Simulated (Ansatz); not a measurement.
# C2HAl: the cost of one run

Computed with Ansatz 0.2.0, Gaussian basis. Level: def2-QZVPP, core rule «outside noble gas», up to 7 orbitals frozen.

The runs, in order: UHF; ROHF; CCSD(T) on UHF.

2 further runs of the same task are left out: 2 set aside as unsound or not needed.

## (1) The system

The geometry is a PBE0/def2-TZVP stationary point (not a proven minimum) of the parent state, kept for this charge and spin.

4 atoms, charge 1, spin multiplicity 2.

Atoms are counted from 1 here; the program's logs count them from 0.

Bond lengths: Al1–C3 1.968 Å, C2–C3 1.216 Å, C2–H4 1.067 Å. Angles: C3–C2–H4 180.0°, Al1–C3–C2 180.0°.

## (2) UHF

File in.yaml:

```yaml
crystal:
  periodic: [false, false, false]
  atoms:
    - {symbol: Al, position_ang: [0.000000, 0.000000, 2.350575]}
    - {symbol: C, position_ang: [0.000000, 0.000000, -0.832925]}
    - {symbol: C, position_ang: [0.000000, 0.000000, 0.382775]}
    - {symbol: H, position_ang: [0.000000, 0.000000, -1.900425]}
basis:
  gaussian: {orbitals: "def2-QZVPP.json"}
total_charge: 1
magnetization: {spin_polarized: true, initial_magnetization: 1}
hamiltonian: {xc: hf}
output: {orbitals: {seedname: orbitals}}
```

Started as:

```console
$ ansatz run in.yaml --threads 1 --pin off --events-out ev --progress --plain --max-ram 2393MiB
```

What time and memory should one allow on 1 thread of Arm Neoverse V2, shared host?

About 16 s, with a peak of 0.47 GiB.
